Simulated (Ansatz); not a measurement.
`NC#CO`, relaxed with RKS PBE0-D4/def2-TZVP in the Gaussian-basis code of Ansatz from a PBE-D4/def2-SVP geometry. The force threshold is 0.005 eV/Å; the program also tests the step.

The species carries charge 0 and has multiplicity 1.

Start:

```xyz
7

N    -1.525    0.464   -0.171
C    -0.230    0.091   -0.071
C     0.893   -0.328    0.214
O     2.184   -0.613    0.138
H    -1.703    1.474   -0.172
H    -2.075   -0.012   -0.893
H     2.456   -1.076    0.954
```

| step | energy (eV) | largest force (eV/Å) | largest move (Å) |
| --- | --- | --- | --- |
| 1 | -5652.9728 | 1.747 | 0.000 |
| 2 | -5653.0265 | 0.309 | 0.030 |
| 3 | -5653.0301 | 0.256 | 0.007 |
| 4 | -5653.0350 | 0.605 | 0.040 |
| 5 | -5653.0404 | 0.145 | 0.041 |
| 6 | -5653.0426 | 0.216 | 0.095 |
| 7 | -5653.0437 | 0.443 | 0.085 |
| 8 | -5653.0474 | 0.082 | 0.037 |
| 9 | -5653.0476 | 0.024 | 0.008 |
| 10 | -5653.0476 | 0.004 | 0.008 |

End:

```xyz
7

N    -1.517    0.450   -0.147
C    -0.220    0.085   -0.060
C     0.913   -0.276    0.104
O     2.180   -0.613    0.151
H    -1.677    1.446   -0.158
H    -2.042   -0.019   -0.870
H     2.363   -1.072    0.979
```

Run time 14 s (2 threads of an Intel Xeon Platinum 8488C on a shared host); peak host memory 0.25 GiB.
